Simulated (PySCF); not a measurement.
These 2 structures share the formula C4H5F. The calculation used PBE0-D3(BJ)/def2-SVP geometry optimisation, gas phase in PySCF. One conformer each; no zero-point energy, no entropy. No frequencies were run at this level. Point groups hold within 0.08 Å.

**Question.** Order them by energy at this level, lowest first, and give relative energies in kcal/mol.
A. `[CH2:1]=[CH:2][C:3](=[CH2:4])[F:5]` with C1–C2–C3–C4 180°
B. `[CH:1]#[C:2][CH2:3][CH2:4][F:5]` with C2–C3–C4–F5 -179°

**Answer.** A (0.0), B (21.8).

As drawn, the lower has a C=C bond outside aromatic rings, which the higher lacks; the higher has a C≡C bond, which the lower lacks.

```
   SMILES      E (Eh)  E rel (kcal/mol)  dipole (D)  point group      A, B, C (MHz)
C=CC(=C)F  -254.75945               0.0        1.29           Cs  10067, 4280, 3003
   C#CCCF  -254.72477              21.8        1.12           Cs  27121, 2250, 2134
```

**Question.** How do the relative energies change in single points at PBE0/pcSseg-1 (no added dispersion term) on the same geometries?

**Answer.** 
| SMILES | PBE0-D3(BJ)/def2-SVP (kcal/mol) | PBE0/pcSseg-1 (kcal/mol) | shift |
| --- | --- | --- | --- |
| C=CC(=C)F | 0.0 | 0.0 | 0.0 |
| C#CCCF | 21.8 | 20.1 | -1.7 |

Each column counts from its own lowest isomer. The order is unchanged; the largest shift is 1.7 kcal/mol.
